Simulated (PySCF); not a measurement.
# BH5NP: NMR shifts, electronic excitations and K edges in gas and solvents

Aim: compute the NMR shifts, electronic excitations and K edges of BH5NP (`NBP`), and see what a dielectric continuum does where one was used.

Programs: PySCF 2.14.0, with density-fitted response routines of our own. Each step states its level of theory. These are calculated values for one molecule, in the gas phase or a continuum, unless marked as measured. Atoms count from 0, in the outputs and in this text.

## (1) The starting structure

8 atoms, charge 0, multiplicity 1; geometry from: GFN2-xTB.

Bonds of the start (Å): N0–B1 1.37, B1–P2 1.94, N0–H3 1.01, N0–H4 1.01, B1–H5 1.17, P2–H6 1.39, P2–H7 1.39.

## (2) Optimising the geometry at PBE0-D3(BJ)/def2-SVP

What the job is given:

```
{"job": {"xc": "PBE0", "basis": "def2-SVP", "d3": "d3bj", "grid": 1, "kind": "geom"}, "charge": 0, "multiplicity": 1}
N     -1.389474    -0.139506    -0.280502
B     -0.147553    -0.266824     0.295050
P      1.367085     0.560368    -0.584566
H     -2.234138    -0.527671     0.107415
H     -1.551971     0.353362    -1.144667
H     -0.032873    -0.861276     1.298175
H      2.274373    -0.427932    -0.236455
H      1.723608     1.318891     0.520985
```

Standard output:

```text
step   0  E = -423.59672206  max force = 0.022221
step   1  E = -423.59929899  max force = 0.004528
step   2  E = -423.59939577  max force = 0.000963
step   3  E = -423.59939814  max force = 0.001139
step   4  E = -423.59941414  max force = 0.000415
step   5  E = -423.59942693  max force = 0.000274
optimisation converged
```

Run time: 13 s. Hardware: 1 thread, shared host.

The steps of the relaxation:

```tsv
step	energy from step 0 (eV)	largest force component (eV/Å)
0	0.0000	1.1427
1	-0.0701	0.2328
2	-0.0728	0.0495
3	-0.0728	0.0586
4	-0.0733	0.0213
5	-0.0736	0.0141
```

Close pairs (by a distance rule), those that changed most:

```tsv
bond	before (Å)	after (Å)	change (Å)
P2–H7	1.387	1.431	+0.043
P2–H6	1.386	1.429	+0.043
B1–H5	1.172	1.210	+0.038
B1–P2	1.937	1.956	+0.019
N0–B1	1.375	1.387	+0.012
N0–H4	1.008	1.014	+0.005
N0–H3	1.007	1.013	+0.005
```

The end geometry stands in the next job.

```tsv
at the end point	value
point group (found at 0.08 Å tolerance)	C1
rotational constants (GHz, main isotopes)	36.530, 4.784, 4.387
dipole moment (D)	2.42
```

## (3) NMR shieldings: PBE0/pcSseg-1 in acetonitrile

What the job is given:

```
{"job": {"kind": "nmr", "xc": "PBE0", "basis": "pcSseg-1", "solvent": "acetonitrile", "pop": true}, "charge": 0, "multiplicity": 1}
N     -1.277936    -0.087897    -0.140351
B     -0.021956    -0.243743     0.426513
P      1.502670     0.590690    -0.470741
H     -2.120926    -0.469617     0.270762
H     -1.435836     0.422508    -1.001612
H      0.076911    -0.879985     1.451141
H      2.450282    -0.408434    -0.089421
H      1.826933     1.414428     0.653358
```

Level: GIAO PBE0/pcSseg-1 NMR shielding, non-relativistic, IEF-PCM acetonitrile.

Standard output:

```text
coarse grid: 6872 points
cycle   1  E = -423.7075479552  dE =  3.522e-02  |g| = 2.982e-01  |ddm| = 2.303e+00
cycle   2  E = -423.7023226305  dE =  5.225e-03  |g| = 3.561e-01  |ddm| = 5.145e-01
cycle   3  E = -423.7294746723  dE = -2.715e-02  |g| = 5.183e-02  |ddm| = 2.408e-01
cycle   4  E = -423.7300909847  dE = -6.163e-04  |g| = 1.579e-02  |ddm| = 5.503e-02
cycle   5  E = -423.7301587775  dE = -6.779e-05  |g| = 1.968e-03  |ddm| = 1.730e-02
cycle   6  E = -423.7301599989  dE = -1.221e-06  |g| = 8.533e-04  |ddm| = 3.620e-03
final grid: 60992 points
cycle   7  E = -423.7441970494  dE = -1.410e-05  |g| = 6.108e-03  |ddm| = 1.761e-02
cycle   8  E = -423.7441917771  dE =  5.272e-06  |g| = 8.087e-03  |ddm| = 1.038e-02
cycle   9  E = -423.7442057828  dE = -1.401e-05  |g| = 8.439e-04  |ddm| = 5.330e-03
cycle  10  E = -423.7442059695  dE = -1.867e-07  |g| = 9.848e-05  |ddm| = 8.147e-04
cycle  11  E = -423.7442059718  dE = -2.299e-09  |g| = 1.976e-05  |ddm| = 9.745e-05
cycle  12  E = -423.7442059719  dE = -1.050e-10  |g| = 8.392e-06  |ddm| = 3.594e-05
converged SCF energy = -423.7442059719

GIAO shielding tensors (ppm)
atom      isotropic    diamagn.    paramagn.     s11        s22        s33       span
  0 N      120.330     318.048    -197.718     -7.430    161.706    206.714    214.144
  1 B       57.297     195.797    -138.500     13.481     40.341    118.069    104.588
  2 P      570.737     967.411    -396.674    493.785    597.274    621.154    127.369
  3 H       25.679      29.124      -3.445     21.316     22.380     33.340     12.024
  4 H       25.749      30.366      -4.617     21.733     24.286     31.227      9.494
  5 H       25.533      29.977      -4.444     23.968     24.508     28.125      4.157
  6 H       29.243      29.139       0.103     25.197     25.954     36.577     11.380
  7 H       29.328      28.975       0.353     25.179     26.195     36.610     11.431
```

Run time: 9.8 s. Hardware: 1 thread, shared host.

The references, computed at this level on geometries of the same kind, shield at (ppm): 1H TMS 31.24, 15N NH3 268.5, 31P PH3 587.0, 11B BF3·OEt2 101.4. Their shielding less the atom's gives the shift. The references are single molecules in the same continuum, so shifts against H2O, NH3, PH3, H3PO4 or CFCl3 are not on the usual liquid scales and can be off by tens of ppm. Atoms listed in one row are averaged.

```tsv
atoms	environment	σ (ppm)	δ (ppm)
H5	hydrogen on a boron bonded to N, P	25.53	5.71
H3, H4	hydrogen on a nitrogen bonded to B	25.71	5.53
H6, H7	hydrogen on a phosphorus bonded to B	29.29	1.95
N0	nitrogen bonded to B, 2 H	120.3	148.2
B1	boron bonded to N, P, H	57.3	44.1
P2	phosphorus bonded to B, 2 H	570.7	16.3
```

Charges from the same density, by scheme (e):

```tsv
atoms	Mulliken	IAO	Hirshfeld	ESP fit
N0	-0.42	-0.50	-0.22	-0.83
B1	0.10	-0.04	0.08	0.54
P2	-0.26	-0.04	-0.06	-0.51
```

Mayer bond orders: N0–B1 1.49, B1–P2 1.00.

## (4) Shielding tensors: PBE0/pcSseg-1 in chloroform

Same as in step 3 but for these lines:

```diff
@@ -1,2 +1,2 @@
-{"job": {"kind": "nmr", "xc": "PBE0", "basis": "pcSseg-1", "solvent": "acetonitrile", "pop": true}, "charge": 0, "multiplicity": 1}
+{"job": {"kind": "nmr", "xc": "PBE0", "basis": "pcSseg-1", "solvent": "chloroform", "pop": false}, "charge": 0, "multiplicity": 1}
 N     -1.277936    -0.087897    -0.140351
```

Method: GIAO PBE0/pcSseg-1 NMR shielding, non-relativistic, IEF-PCM chloroform.

Standard output:

```text
coarse grid: 6872 points
cycle   1  E = -423.7055411722  dE =  3.714e-02  |g| = 3.001e-01  |ddm| = 2.303e+00
cycle   2  E = -423.7003158685  dE =  5.225e-03  |g| = 3.566e-01  |ddm| = 5.138e-01
cycle   3  E = -423.7276369589  dE = -2.732e-02  |g| = 5.276e-02  |ddm| = 2.471e-01
cycle   4  E = -423.7282728336  dE = -6.359e-04  |g| = 1.608e-02  |ddm| = 5.550e-02
cycle   5  E = -423.7283422107  dE = -6.938e-05  |g| = 2.147e-03  |ddm| = 1.739e-02
cycle   6  E = -423.7283436812  dE = -1.470e-06  |g| = 8.850e-04  |ddm| = 4.045e-03
final grid: 60992 points
cycle   7  E = -423.7423902286  dE = -1.396e-05  |g| = 6.149e-03  |ddm| = 1.769e-02
cycle   8  E = -423.7423847555  dE =  5.473e-06  |g| = 8.151e-03  |ddm| = 1.069e-02
cycle   9  E = -423.7423991118  dE = -1.436e-05  |g| = 8.467e-04  |ddm| = 5.528e-03
cycle  10  E = -423.7423992989  dE = -1.871e-07  |g| = 1.009e-04  |ddm| = 8.268e-04
cycle  11  E = -423.7423993014  dE = -2.443e-09  |g| = 2.081e-05  |ddm| = 1.047e-04
cycle  12  E = -423.7423993015  dE = -1.170e-10  |g| = 8.519e-06  |ddm| = 3.731e-05
converged SCF energy = -423.7423993015

GIAO shielding tensors (ppm)
atom      isotropic    diamagn.    paramagn.     s11        s22        s33       span
  0 N      122.494     317.939    -195.445     -2.608    164.586    205.505    208.112
  1 B       56.724     195.954    -139.230     12.572     39.271    118.328    105.756
  2 P      569.026     967.254    -398.228    491.722    596.137    619.219    127.497
  3 H       25.861      29.300      -3.439     21.458     22.589     33.537     12.078
  4 H       25.915      30.515      -4.599     21.882     24.480     31.384      9.502
  5 H       25.479      29.913      -4.434     23.853     24.464     28.119      4.266
  6 H       29.257      29.101       0.156     25.227     25.999     36.546     11.319
  7 H       29.372      28.955       0.417     25.239     26.274     36.604     11.366
```

Run time: 5.8 s. Hardware: 1 thread, shared host.

In short: δ N0 145.3, B1 44.5, P2 16.8, H5 5.77, H3 5.36 ppm (means over like atoms).

## (5) Ultraviolet spectrum: PBE0/def2-SVPD

Same as in step 4 but for these lines:

```diff
@@ -1,2 +1,2 @@
-{"job": {"kind": "nmr", "xc": "PBE0", "basis": "pcSseg-1", "solvent": "chloroform", "pop": false}, "charge": 0, "multiplicity": 1}
+{"job": {"kind": "uv", "xc": "PBE0", "basis": "def2-SVPD", "dynamic": true, "nstates": 6, "ntriplets": 0}, "charge": 0, "multiplicity": 1}
 N     -1.277936    -0.087897    -0.140351
```

Method: TDDFT PBE0/def2-SVPD, vertical, gas phase, core orbitals frozen in the response.

Standard output:

```text
coarse grid: 6872 points
cycle   1  E = -423.5380260456  dE =  2.125e-02  |g| = 2.953e-01  |ddm| = 3.394e+00
cycle   2  E = -423.5331882810  dE =  4.838e-03  |g| = 3.464e-01  |ddm| = 8.173e-01
cycle   3  E = -423.5605858489  dE = -2.740e-02  |g| = 5.176e-02  |ddm| = 3.386e-01
cycle   4  E = -423.5612613566  dE = -6.755e-04  |g| = 1.475e-02  |ddm| = 7.942e-02
cycle   5  E = -423.5613187814  dE = -5.742e-05  |g| = 3.841e-03  |ddm| = 2.725e-02
cycle   6  E = -423.5613244309  dE = -5.650e-06  |g| = 6.828e-04  |ddm| = 7.118e-03
final grid: 60992 points
cycle   7  E = -423.6057233505  dE = -1.226e-05  |g| = 5.719e-03  |ddm| = 5.009e-02
cycle   8  E = -423.6057172055  dE =  6.145e-06  |g| = 7.784e-03  |ddm| = 1.370e-02
cycle   9  E = -423.6057316663  dE = -1.446e-05  |g| = 7.151e-04  |ddm| = 7.276e-03
cycle  10  E = -423.6057318028  dE = -1.366e-07  |g| = 1.205e-04  |ddm| = 1.091e-03
cycle  11  E = -423.6057318074  dE = -4.531e-09  |g| = 2.604e-05  |ddm| = 2.132e-04
cycle  12  E = -423.6057318076  dE = -2.348e-10  |g| = 9.053e-06  |ddm| = 6.341e-05
converged SCF energy = -423.6057318076

Static polarisability (au): isotropic 52.797, principal 43.110 51.072 64.207

Singlet excitations
state   eV       nm        f      main configurations
  1   5.0795    244.1   0.00283   H->L 0.99
  2   6.1399    201.9   0.03002   H->L+1 0.96
  3   6.9058    179.5   0.03415   H->L+2 0.81, H-2->L 0.10
  4   7.1935    172.4   0.04128   H->L+3 0.64, H-2->L 0.14, H->L+2 0.12
  5   7.2973    169.9   0.02023   H-2->L 0.54, H->L+3 0.25, H-1->L 0.11
  6   7.6233    162.6   0.09450   H->L+4 0.58, H->L+5 0.25
```

Wall time 6.7 s (1 thread, shared host).

The orbitals next to the gap, with their largest atomic shares:

```tsv
orbital	eV	atoms
HOMO−3	-10.44	P2 40 %, H6 21 %, H7 17 %
HOMO−2	-9.10	P2 38 %, B1 21 %, N0 15 %
HOMO−1	-8.90	N0 56 %, B1 17 %, P2 9 %
HOMO	-6.95	P2 64 %, B1 16 %, H6 6 %
LUMO	-0.31	B1 40 %, N0 21 %, P2 18 %
LUMO+1	0.24	B1 44 %, P2 13 %, H3 12 %
LUMO+2	1.25	P2 46 %, B1 20 %, H7 17 %
```

With each of the 6 states as a Gaussian band of 0.4 eV half-width at 1/e, the curve within the window shown has maxima at 243 nm (ε 120), 200 nm (ε 1,300), 166 nm (ε 5,200) L/(mol cm). Beyond the last state computed it falls off for lack of states. The curve at chosen wavelengths:

| nm | ε (L/mol/cm) |
| --- | --- |
| 156 | 2313 |
| 161 | 4505 |
| 166 | 5203 |
| 170 | 4794 |
| 175 | 3826 |
| 180 | 2654 |
| 185 | 1633 |
| 190 | 1144 |
| 194 | 1128 |
| 199 | 1248 |
| 204 | 1189 |
| 209 | 900 |
| 214 | 548 |
| 218 | 327 |
| 223 | 165 |
| 228 | 104 |
| 233 | 99 |
| 238 | 110 |
| 242 | 115 |
| 247 | 112 |
| 252 | 96 |
| 257 | 74 |
| 262 | 52 |
| 266 | 37 |
| 271 | 22 |
| 276 | 13 |

Ground-state properties from the same run:

```tsv
property	computed
dipole moment (D)	2.20
polarisability (Å³)	7.82
HOMO–LUMO gap (eV)	6.64
−ε(HOMO) (eV)	6.95
C6 with itself (au)	970
```

## (6) Ultraviolet spectrum: PBE0/def2-SVPD in acetonitrile

Same as in step 5 but for these lines:

```diff
@@ -1,2 +1,2 @@
-{"job": {"kind": "uv", "xc": "PBE0", "basis": "def2-SVPD", "dynamic": true, "nstates": 6, "ntriplets": 0}, "charge": 0, "multiplicity": 1}
+{"job": {"kind": "uv", "xc": "PBE0", "basis": "def2-SVPD", "solvent": "acetonitrile", "nstates": 6, "ntriplets": 0}, "charge": 0, "multiplicity": 1}
 N     -1.277936    -0.087897    -0.140351
```

Level: TDDFT PBE0/def2-SVPD, vertical, IEF-PCM acetonitrile (non-equilibrium linear response), core orbitals frozen in the response.

Standard output:

```text
coarse grid: 6872 points
cycle   1  E = -423.5459302400  dE =  1.378e-02  |g| = 2.865e-01  |ddm| = 3.390e+00
cycle   2  E = -423.5404221490  dE =  5.508e-03  |g| = 3.433e-01  |ddm| = 8.675e-01
cycle   3  E = -423.5670530228  dE = -2.663e-02  |g| = 4.909e-02  |ddm| = 3.429e-01
cycle   4  E = -423.5676272088  dE = -5.742e-04  |g| = 1.437e-02  |ddm| = 8.082e-02
cycle   5  E = -423.5676897337  dE = -6.252e-05  |g| = 2.396e-03  |ddm| = 2.682e-02
cycle   6  E = -423.5676918136  dE = -2.080e-06  |g| = 6.227e-04  |ddm| = 6.463e-03
final grid: 60992 points
cycle   7  E = -423.6120545814  dE = -1.273e-05  |g| = 5.677e-03  |ddm| = 4.972e-02
cycle   8  E = -423.6120493665  dE =  5.215e-06  |g| = 7.623e-03  |ddm| = 1.355e-02
cycle   9  E = -423.6120626904  dE = -1.332e-05  |g| = 7.602e-04  |ddm| = 7.075e-03
cycle  10  E = -423.6120628517  dE = -1.613e-07  |g| = 8.879e-05  |ddm| = 1.257e-03
cycle  11  E = -423.6120628540  dE = -2.300e-09  |g| = 2.409e-05  |ddm| = 2.017e-04
cycle  12  E = -423.6120628542  dE = -2.032e-10  |g| = 7.221e-06  |ddm| = 6.177e-05
converged SCF energy = -423.6120628542

Static polarisability (au): isotropic 73.966, principal 61.576 73.469 86.853

Singlet excitations
state   eV       nm        f      main configurations
  1   5.3020    233.8   0.00418   H->L 0.99
  2   6.3843    194.2   0.04158   H->L+1 0.96
  3   6.9425    178.6   0.05073   H->L+2 0.89
  4   7.3116    169.6   0.02839   H-2->L 0.74
  5   7.4682    166.0   0.33130   H->L+3 0.73, H->L+4 0.17
  6   7.6704    161.6   0.30276   H-1->L 0.83, H-2->L 0.09
```

It took 6.3 s on 1 thread, shared host.

Key values: HOMO -7.09 eV, LUMO -0.23 eV; lowest singlet 5.30 eV.

## (7) Ultraviolet spectrum: PBE0/def2-SVPD in chloroform

Same as in step 6 but for these lines:

```diff
@@ -1,2 +1,2 @@
-{"job": {"kind": "uv", "xc": "PBE0", "basis": "def2-SVPD", "solvent": "acetonitrile", "nstates": 6, "ntriplets": 0}, "charge": 0, "multiplicity": 1}
+{"job": {"kind": "uv", "xc": "PBE0", "basis": "def2-SVPD", "solvent": "chloroform", "nstates": 6, "ntriplets": 0}, "charge": 0, "multiplicity": 1}
 N     -1.277936    -0.087897    -0.140351
```

Method: TDDFT PBE0/def2-SVPD, vertical, IEF-PCM chloroform (non-equilibrium linear response), core orbitals frozen in the response.

Standard output:

```text
coarse grid: 6872 points
cycle   1  E = -423.5439883138  dE =  1.563e-02  |g| = 2.883e-01  |ddm| = 3.391e+00
cycle   2  E = -423.5384275111  dE =  5.561e-03  |g| = 3.442e-01  |ddm| = 8.489e-01
cycle   3  E = -423.5652971709  dE = -2.687e-02  |g| = 4.964e-02  |ddm| = 3.408e-01
cycle   4  E = -423.5658825898  dE = -5.854e-04  |g| = 1.455e-02  |ddm| = 7.919e-02
cycle   5  E = -423.5659451349  dE = -6.255e-05  |g| = 2.659e-03  |ddm| = 2.692e-02
cycle   6  E = -423.5659477053  dE = -2.570e-06  |g| = 6.155e-04  |ddm| = 6.152e-03
final grid: 60992 points
cycle   7  E = -423.6103202546  dE = -1.264e-05  |g| = 5.693e-03  |ddm| = 4.980e-02
cycle   8  E = -423.6103148272  dE =  5.427e-06  |g| = 7.669e-03  |ddm| = 1.353e-02
cycle   9  E = -423.6103284145  dE = -1.359e-05  |g| = 7.526e-04  |ddm| = 7.092e-03
cycle  10  E = -423.6103285719  dE = -1.574e-07  |g| = 9.369e-05  |ddm| = 1.214e-03
cycle  11  E = -423.6103285744  dE = -2.543e-09  |g| = 2.456e-05  |ddm| = 1.912e-04
cycle  12  E = -423.6103285746  dE = -2.073e-10  |g| = 7.484e-06  |ddm| = 6.105e-05
converged SCF energy = -423.6103285746

Static polarisability (au): isotropic 66.976, principal 55.125 65.776 80.028

Singlet excitations
state   eV       nm        f      main configurations
  1   5.2358    236.8   0.00432   H->L 0.99
  2   6.3083    196.5   0.04598   H->L+1 0.96
  3   6.9057    179.5   0.05560   H->L+2 0.90
  4   7.2843    170.2   0.03197   H-2->L 0.73, H-1->L 0.09
  5   7.4168    167.2   0.28019   H->L+3 0.69, H->L+4 0.19
  6   7.6557    162.0   0.27169   H->L+4 0.54, H-1->L 0.20, H->L+3 0.17
```

Wall time 8.2 s (1 thread, shared host).

Key values: HOMO -7.04 eV, LUMO -0.24 eV; lowest singlet 5.24 eV.

## (8) K-edge absorption: BHandHLYP/def2-SVPD+aug-pcX-1+pcseg-1

Same as in step 7 but for these lines:

```diff
@@ -1,2 +1,2 @@
-{"job": {"kind": "uv", "xc": "PBE0", "basis": "def2-SVPD", "solvent": "chloroform", "nstates": 6, "ntriplets": 0}, "charge": 0, "multiplicity": 1}
+{"job": {"kind": "xas", "xc": "BHandHLYP", "basis": {"default": "aug-pcX-1", "H": "pcseg-1", "P": "def2-SVPD"}}, "charge": 0, "multiplicity": 1}
 N     -1.277936    -0.087897    -0.140351
```

Method: core-valence-separated TDA BHandHLYP/aug-pcX-1 H:pcseg-1 P:def2-SVPD, K edges, non-relativistic, gas phase.

Standard output:

```text
coarse grid: 6872 points
cycle   1  E = -423.7728644897  dE =  4.361e-02  |g| = 2.696e-01  |ddm| = 2.434e+00
cycle   2  E = -423.7843592916  dE = -1.149e-02  |g| = 2.183e-01  |ddm| = 4.188e-01
cycle   3  E = -423.7938040542  dE = -9.445e-03  |g| = 4.432e-02  |ddm| = 1.663e-01
cycle   4  E = -423.7942473757  dE = -4.433e-04  |g| = 1.229e-02  |ddm| = 4.659e-02
cycle   5  E = -423.7942891794  dE = -4.180e-05  |g| = 2.122e-03  |ddm| = 1.667e-02
cycle   6  E = -423.7942909907  dE = -1.811e-06  |g| = 5.964e-04  |ddm| = 3.474e-03
final grid: 60992 points
cycle   7  E = -423.8309885548  dE = -2.107e-05  |g| = 2.327e-03  |ddm| = 1.217e-02
cycle   8  E = -423.8309883981  dE =  1.566e-07  |g| = 2.513e-03  |ddm| = 2.699e-03
cycle   9  E = -423.8309896272  dE = -1.229e-06  |g| = 1.163e-04  |ddm| = 1.410e-03
cycle  10  E = -423.8309896322  dE = -4.966e-09  |g| = 5.028e-05  |ddm| = 1.973e-04
cycle  11  E = -423.8309896330  dE = -8.317e-10  |g| = 1.270e-05  |ddm| = 7.675e-05
converged SCF energy = -423.8309896330

B K edge
   eV          f      from atoms
  187.011   0.07932   B1
  190.480   0.00787   B1
  191.281   0.02826   B1
  191.505   0.00063   B1
  191.549   0.01223   B1
  191.846   0.00129   B1
  191.876   0.00517   B1
  193.050   0.00188   B1

N K edge
   eV          f      from atoms
  398.510   0.03101   N0
  399.622   0.01033   N0
  400.480   0.03185   N0
  401.951   0.00156   N0
  402.066   0.00267   N0
  402.358   0.00218   N0
  402.595   0.00040   N0
  402.943   0.00732   N0
```

Wall time 5.4 s (1 thread, shared host).

## (9) Run by run: NMR shifts

Shifts (ppm), means over like atoms, with basis size and wall time:

```tsv
run	H5	H3	H6	N0	B1	P2	functions	time
PBE0/pcSseg-1 in acetonitrile	5.71	5.53	1.95	148.2	44.1	16.3	83	9.8 s
PBE0/pcSseg-1 in chloroform	5.77	5.36	1.93	145.3	44.5	16.8	83	5.8 s
```

The continuum's effect on the ground state:

```tsv
solvent	ε	polarisation energy (Eh)	μ (D)
chloroform	4.71	-0.0054	2.75
acetonitrile	35.69	-0.0076	2.90
```

## (10) Comparing the runs: electronic excitations

Excitations and ground-state properties, with basis size and wall time:

```tsv
run	lowest singlet (eV)	brightest (eV)	f	gap (eV)	α (Å³)	μ (D)	functions	time
PBE0/def2-SVPD	5.08	7.62	0.095	6.64	7.82	2.20	104	6.7 s
PBE0/def2-SVPD in acetonitrile	5.30	7.47	0.331	6.87	10.96	2.86	104	6.3 s
PBE0/def2-SVPD in chloroform	5.24	7.42	0.280	6.80	9.92	2.67	104	8.2 s
```

The continuum's effect on the ground state:

```tsv
solvent	ε	polarisation energy (Eh)	μ (D)
chloroform	4.71	-0.0052	2.67
acetonitrile	35.69	-0.0074	2.86
```

## (11) Results

| quantity | value |
| --- | --- |
| point group | C1 |
| rotational constants (main isotopes) | 36.53, 4.78, 4.39 GHz |
| 1H shifts against TMS (PBE0/pcSseg-1, acetonitrile, means over atoms taken as alike) | 5.71, 5.53, 1.95 ppm |
| 15N shifts against NH3 (PBE0/pcSseg-1, acetonitrile) | 148.2 ppm |
| 11B shifts against BF3·OEt2 (PBE0/pcSseg-1, acetonitrile) | 44.1 ppm |
| 31P shifts against PH3 (PBE0/pcSseg-1, acetonitrile) | 16.3 ppm |
| lowest singlet (PBE0/def2-SVPD) | 5.08 eV (244 nm), f = 0.003 |
| brightest single state of those computed | state 6, 7.62 eV, f = 0.095 |
| B K edge | first line 187.01 eV, strongest 187.01 eV (f = 0.079) |
| N K edge | first line 398.51 eV, strongest 400.48 eV (f = 0.032) |
| range of the shift of N0 | 145.3 to 148.2 ppm |
| range of the lowest singlet | 5.08 to 5.30 eV |

What this shows: Over 5 steps the energy fell by 0.074 eV; of the close pairs, P2–H7 changed most, 1.387 to 1.431 Å. At PBE0/pcSseg-1: The largest span, 214 ppm, is at N0, where the paramagnetic term is -198 ppm. The first singlet state (HOMO→LUMO 0.99) lies at 5.08 eV and is weak; of the 6 states computed, the strongest absorption comes from state 6 at 7.62 eV (the last computed, so partners may be missing). States above −ε(HOMO) lie where TDDFT describes them poorly and they hang on the basis; the brightest is among them. At the B edge the strongest single line lifts a 1s electron of B1 into several orbitals, led by LUMO+1 (weight 0.66), and it is the first line. At the N edge the strongest single line lifts a 1s electron of N0 into several orbitals, led by LUMO+2 (weight 0.24), 2.0 eV above the first line. Absolute edge energies from this method are off by several eV; spacings are better. Across the 2 runs the shift of N0 moves most, between 145.3 (PBE0/pcSseg-1 in chloroform) and 148.2 ppm (PBE0/pcSseg-1 in acetonitrile). The continuum holds electrostatics alone: no hydrogen bonds to the solvent, and the gas-phase geometry is kept. The lowest singlet runs from 5.08 eV (PBE0/def2-SVPD) to 5.30 eV (PBE0/def2-SVPD in acetonitrile), while the orbital gap spans 6.64 to 6.87 eV. The lowest state need not be the same one in every run.
